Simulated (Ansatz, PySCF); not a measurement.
The pair A = C5H10 (SMILES C1CCCC1) (first 15 atoms), B = C5H12 (SMILES CC(C)(C)C); geometry from S66by8 set.
(charge 0, multiplicity 1):
```xyz
32

C      0.801    -1.016    -2.629
H      0.855    -1.116    -3.714
H      1.493    -1.739    -2.197
C      1.118     0.431    -2.217
H      1.840     0.896    -2.886
H      1.557     0.445    -1.219
C     -0.243     1.171    -2.213
H     -0.257     2.006    -2.911
H     -0.447     1.583    -1.225
C     -1.297     0.109    -2.577
H     -1.472     0.111    -3.654
H     -2.255     0.284    -2.089
C     -0.645    -1.215    -2.180
H     -1.123    -2.082    -2.633
H     -0.685    -1.340    -1.096
C      0.051     0.100     2.296
C     -0.045    -0.053     3.811
H      0.947    -0.068     4.264
H     -0.604     0.775     4.250
H     -0.552    -0.981     4.077
C      0.765     1.406     1.960
H      0.847     1.540     0.880
H      0.222     2.261     2.366
H      1.773     1.417     2.378
C     -1.354     0.119     1.698
H     -1.317     0.237     0.615
H     -1.936     0.947     2.107
H     -1.884    -0.808     1.920
C      0.839    -1.074     1.718
H      0.344    -2.021     1.939
H      0.934    -0.987     0.635
H      1.844    -1.111     2.142
```

Rows in 6-31G* carry no dispersion term and start afresh at each structure (6-31G* with six Cartesian d functions). MP2/6-31G* freezes PySCF's default core.

Codes used: Ansatz (Gaussian basis) for Hartree–Fock, density functionals and correlated methods; PySCF for 6-31G* rows. Values without a source in brackets are computed.

Total energies (hartree), monomers frozen at their geometry in the pair:

```tsv
structure	HF/6-31G*	B3LYP/def2-TZVPPD	MP2/6-31G*
AB	-391.4937044	-394.4865195	-392.8175564
A in the pair's basis	-195.1636065	-196.6345550	-195.8168569
B in the pair's basis	-196.3337533	-197.8544115	-197.0001599
A	-195.1633652	-196.6344816	-195.8157794
B	-196.3333924	-197.8543515	-196.9989289
```

### Question
Work out the interaction energy without and with the counterpoise correction, and the superposition error, for each level.

### Answer

E(AB) − E(A) − E(B), times 627.509 kcal/mol, with the monomers in their own basis and then in the pair's basis:
- HF/6-31G*: 1.92 uncorrected, 2.29 corrected; the monomers gain 0.38 kcal/mol from borrowed functions
- B3LYP/def2-TZVPPD: 1.45 uncorrected, 1.54 corrected; the monomers gain 0.08 kcal/mol from borrowed functions
- MP2/6-31G*: -1.79 uncorrected, -0.34 corrected; the monomers gain 1.45 kcal/mol from borrowed functions

Ansatz is a program for electronic structure.
